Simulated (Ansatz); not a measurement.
# SNF3: how energies converge with the basis set

An exercise on one series of results from a longer session: the logs are not shown, and one member is left open.

Method: one geometry, several basis sets; program: Ansatz 0.2.0, Gaussian basis.

The runs, in order: PBE0-D4/def2-SVP; ωB97M-V/def2-SVP; PBE0-D4/def2-QZVPP; ωB97M-V/def2-QZVPP; the functionals' def2-TZVPP values are taken from earlier runs.

## The relaxed structure

An earlier PBE0-D4 in a triple-zeta def2 set relaxation fixed the geometry.

SMILES `N#S(F)(F)F`, 5 atoms, charge 0, spin multiplicity 1.

Atoms are counted from 1 here; the program's logs count them from 0.

Bond lengths: N1–S2 1.409 Å, S2–F3 1.555 Å, S2–F4 1.555 Å, S2–F5 1.555 Å. Angles: N1–S2–F3 122.6°, N1–S2–F4 122.6°, N1–S2–F5 122.6°, F3–S2–F4 93.7°, F3–S2–F5 93.7°, F4–S2–F5 93.7°.

The first run:

Contents of in.yaml:

```yaml
crystal:
  periodic: [false, false, false]
  atoms:
    - {symbol: N, position_ang: [-0.349632, -0.004147, 1.591439]}
    - {symbol: S, position_ang: [-0.047346, -0.000562, 0.215506]}
    - {symbol: F, position_ang: [1.023340, -0.939269, -0.409009]}
    - {symbol: F, position_ang: [-1.108555, -0.317599, -0.875766]}
    - {symbol: F, position_ang: [0.482194, 1.261566, -0.522170]}
basis:
  gaussian: {orbitals: def2-SVP}
hamiltonian: {xc: pbe0, dispersion: d4}
output: {orbitals: {seedname: orbitals}}
```

Run with:

```console
$ ansatz run in.yaml --threads 4 --pin off --events-out ev --progress --plain --max-ram 10444MiB
```

Steps of the session up to this table: PBE0-D4 in def2-SVP; ωB97M-V in def2-SVP; PBE0-D4 in def2-QZVPP; ωB97M-V in def2-QZVPP.

One table of the session follows, with a row left open; its other results are not shown here.

| functional | basis | HOMO (eV) |
| --- | --- | --- |
| PBE0-D4 | def2-SVP | -9.61 |
| PBE0-D4 | def2-TZVPP | -9.69 |
| PBE0-D4 | def2-QZVPP | -9.72 |
| ωB97M-V | def2-SVP | ? |
| ωB97M-V | def2-TZVPP | -11.99 |
| ωB97M-V | def2-QZVPP | -12.03 |

Estimate the missing values for ωB97M-V, def2-SVP.

**Answer.** HOMO (eV): -11.86. In the column «HOMO (eV)» it lies between ωB97M-V, def2-TZVPP (-11.99) and PBE0-D4, def2-QZVPP (-9.72).
